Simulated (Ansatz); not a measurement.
A made-up structure of C2H2B (charge -1), singlet:

```
5
angstrom
B -0.9126 0.2338 0.5227
C 0.0657 -0.0093 -0.0968
C 0.9770 -0.2415 -0.6269
H -1.7937 0.5818 0.1125
H 1.6635 -0.5648 0.0886
```

It is relaxed with PBE-D4/def2-SVPD and then PBE0-D4/def2-TZVPD (Ansatz 0.2.0). Atoms count as bonded within 1.22 times the sum of their covalent radii (H–H: 0.88 Å). The end point is not checked to be a true minimum.

Problem. Does its bonding change? (A judgement: the text doesn't fix the answer.)

Solution. Computed: No: no bond forms or breaks.

Where it ends: The first stage lowers the energy by 5.76 eV in 8 steps. It ends as C₂H₂B ([BH][C][CH]), total charge -1:
```xyz
5
angstrom
B -1.1384 0.3074 0.5306
C 0.0839 -0.0154 -0.0930
C 1.2205 -0.3214 -0.6302
H -2.2090 0.7095 0.1904
H 2.0430 -0.6800 0.0022
```

Labels in which every atom is bracketed show which atoms are joined, not bond orders.

For scale, one of the runs: PBE0-D4/def2-TZVPD relaxation, 129 basis functions, launched by `ansatz run in.yaml --threads 2 --pin off --events-out ev --progress --plain --max-ram 4352MiB`. The run took about 11 s on 2 CPU threads of an Arm Neoverse V2 (shared host).
